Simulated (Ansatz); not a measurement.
For zinc-blende InAs, PBE+SOC (Ansatz, an electronic-structure program, PAW) gives:

| Quantity | Result |
|---|---|
| equilibrium lattice constant a | 6.185 Å |
| bulk modulus | 48.5 GPa |
| band gap at the measured cell | 0.00 eV |

**Question.** What does r²SCAN (Ansatz, PAW) give for the same quantities?

**Answer.** 
- lattice constant a: 6.109 Å (shrinks by 1.2 %)
- bulk modulus: 57.2 GPa (goes up by 18 %)
- band gap at the measured cell: 0.22 eV (grows by 0.22 eV)

For comparison: lattice constant a 6.047 Å (measured, static lattice: zero-point anharmonic expansion removed; as tabulated in Mejia-Rodriguez and Trickey (2018), arXiv:1807.09216); bulk modulus 58.6 GPa (measured, 0 K value with the zero-point phonon effect removed; as tabulated in Mejia-Rodriguez and Trickey (2018), arXiv:1807.09216); band gap 0.44 eV (measured, zero-point shift of 0.02 eV (the table's estimate, ZP (est)) added back here, E0, Γ; inputs from arXiv:2302.06325).

Changes are worked out from the printed values.

Unless a cell is named, each level is at its own relaxed cell (PBE+SOC 29.57, r²SCAN 28.50 Å³/atom).

Levels without +SOC have no spin–orbit coupling; where heavier elements are present it shifts gaps, mostly down, and can invert bands. A gap of zero means that the bands touch or overlap. Density-functional gaps are differences of (generalised) Kohn–Sham levels.

Caveats: the gap of the solid is closed in this run (PBE+SOC). Ansatz's density-functional and Hartree–Fock values are scalar-relativistic unless marked +SOC, with PAW data made under PBE.
